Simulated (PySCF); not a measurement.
CHF3, SMILES FC(F)F. Atoms are numbered in the order given.

```xyz
5

F      1.0877     0.6280    -0.1284
C      0.0000     0.0000     0.3394
F      0.0000    -1.2559    -0.1284
F     -1.0877     0.6280    -0.1284
H      0.0000     0.0000     1.4297
```

Geometry optimised at B3LYP-D3(BJ)/def2-TZVP.

Calculation: B3LYP/pcJ-1 run with PySCF.

Isotropic couplings with Fermi-contact, spin-dipole and both spin-orbit terms, one fixed conformer, no vibrational averaging. Isotopes: 13C, 19F, 1H.

Computed spin–spin coupling constants:
```json
[
 {"pair": "F1–C2", "bonds apart": "1", "J (Hz)": "-358.1"},
 {"pair": "C2–F3", "bonds apart": "1", "J (Hz)": "-358.1"},
 {"pair": "C2–F4", "bonds apart": "1", "J (Hz)": "-358.1"},
 {"pair": "C2–H5", "bonds apart": "1", "J (Hz)": "244.2"},
 {"pair": "F1–F3", "bonds apart": "2", "J (Hz)": "64.2"},
 {"pair": "F1–F4", "bonds apart": "2", "J (Hz)": "64.2"},
 {"pair": "F1–H5", "bonds apart": "2", "J (Hz)": "85.3"},
 {"pair": "F3–F4", "bonds apart": "2", "J (Hz)": "65.0"},
 {"pair": "F3–H5", "bonds apart": "2", "J (Hz)": "85.3"},
 {"pair": "F4–H5", "bonds apart": "2", "J (Hz)": "85.3"}
]
```
